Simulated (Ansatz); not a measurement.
A calculation with Ansatz (development build ahead of 0.2.0).

```yaml
crystal:
  periodic: [false, false, false]
  atoms:
    - { symbol: F, position_ang: [0.0, 0.0, -1.27204] }
    - { symbol: C, position_ang: [0.0, 0.0, 0.0] }
    - { symbol: F, position_ang: [0.0, 1.22984, 0.32494] }
basis:
  gaussian: { orbitals: cc-pVTZ }
total_charge: 1
magnetization:
  initial_magnetization: 1
hamiltonian:
  xc: hf
correlation:
  method: ccsd_t
  frozen_orbitals: { C: 1, F: 1 }
```

The input is written out in the form of the current development build from the run's settings. Correlation on restricted open-shell orbitals is semicanonical, with singles.

The run gave:

```
Converged                       : yes
Reference energy                : -236.34447 hartree
CCSD correlation energy         : -0.61318 hartree
Triples correction              : -0.02411 hartree
Total energy                    : -236.98176 hartree
Spin squared of the determinant : 0.750
```
